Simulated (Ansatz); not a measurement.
# A barrier at the coupled-cluster level

Start structure (CH₇AlO, closed shell), relaxed at PBE0-D4/def2-TZVP:

```xyz
10
angstrom
Al -0.6447 0.8313 -0.9940
O 0.9145 1.3892 -1.3851
H -1.2795 -0.3569 -1.8320
H -1.4328 1.6688 0.0853
H 0.9050 -0.1863 0.8042
C 0.1957 -0.8964 1.2383
H 1.4476 0.9914 -2.0712
H 0.7490 -1.7839 1.5449
H -0.2947 -0.4421 2.0969
H -0.5600 -1.2151 0.5128
```

The step: AlH₃O ([OH][AlH2]) + CH₄ → CH₅Al ([CH3][AlH2]) + H₂O (still joined by a long Al–O bond); bonds formed: Al1–C6, O2–H5; bonds broken: H5–C6; bonds weakened to dative contacts: Al1–O2. Ansatz 0.2.0; basis: def2-TZVPP and def2-QZVPP; cores frozen in the correlated methods. Extrapolation: Hartree–Fock as exp(−7.88 √X), correlation as X^−2.97. Energies below are by CCSD(T) at an estimated basis limit (MP2 extrapolated from triple and quadruple zeta, plus CCSD(T) − MP2 in triple zeta).

Problem. What are the electronic barrier and the energy of the step, from the start structure to the end structure? (Judge from chemistry; the value comes from the calculation.)

Solution. The calculation gives: Barrier 151.0 kJ/mol; step energy 75.3 kJ/mol (uphill); reverse barrier, their difference, 75.7 kJ/mol. Barrier and step energy count from the start structure, the reverse barrier from the end structure.

The saddle point: One imaginary mode of 1235i cm⁻¹.
```
  pair  start (Å)  saddle (Å)  end (Å)
Al1–C6       2.95        2.12     1.97
 O2–H5       2.70        1.19     0.96
Al1–O2       1.70        1.88     2.04
 H5–C6       1.09        1.48     2.88
```

Zero-point energy (harmonic, PBE0-D4): ZPE is 192.2 kJ/mol at the start and 184.6 kJ/mol at the saddle, so the barrier goes from 151.0 to 143.4 kJ/mol.

T1 diagnostic: at most 0.011.

Labels in which every atom is bracketed show which atoms are joined, not bond orders.

For scale, one of the runs: CCSD(T)/def2-TZVPP, 202 basis functions, launched by `ansatz run in.yaml --threads 2 --pin off --events-out ev --progress --plain --max-ram 4352MiB`. Time: 48 s of wall clock on 2 CPU threads of an Arm Neoverse V1; the host was shared. Peak host memory: 2.5 GiB.
